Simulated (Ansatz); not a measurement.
The same path of AlClH2O (5 atoms, charge 0, multiplicity 1) was run twice with different band settings. Lost on the way: Al1–O2, Al1–H4. Made: O2–H4.

Method: RHF/cc-pVDZ in Ansatz.

Relaxed end points:

```xyz
5
Properties=species:S:1:pos:R:3
Al 0.493 -0.006 0.043
O 0.675 -0.155 1.728
H 0.000 -0.242 2.381
H 1.744 0.127 -0.878
Cl -1.467 -0.005 -0.793
```

```xyz
5
Properties=species:S:1:pos:R:3
Al 0.129 0.143 -1.176
O 0.958 -0.048 0.911
H 0.361 -0.189 1.638
H 1.849 -0.094 1.231
Cl -1.851 -0.092 -0.123
```

Common settings: climbing image yes; spring 5.0 eV/Å²; optimiser quadratic models (default); start path through a guess of the saddle point; force threshold 0.05 eV/Å; iteration limit 60; end points relaxed.

| run | movable images |
| --- | --- |
| 1 | 5 |
| 2 | 1 |

Question: What does each run give, and how far can it be trusted?

Answer: Run 1: converged after 16 iterations, highest image 3.748 eV above the first end. Neighbouring images differ by up to 2.2 eV, so the band resolves the path poorly. A vibrational analysis at the climbing image gives one clearly imaginary mode, 1971i cm⁻¹: a first-order saddle point.
Run 2: converged after 28 iterations, highest image 3.748 eV above the first end. Neighbouring images differ by up to 3.7 eV, so the band resolves the path poorly. Another band between the same ends (5 images) ends at a top of the same energy, where a vibrational analysis finds 1 clearly imaginary mode. So few images can step over the top or miss a turn of the path.
The orbitals stay closed-shell, which can raise the energy where a bond breaks towards radicals; this wasn't checked here.
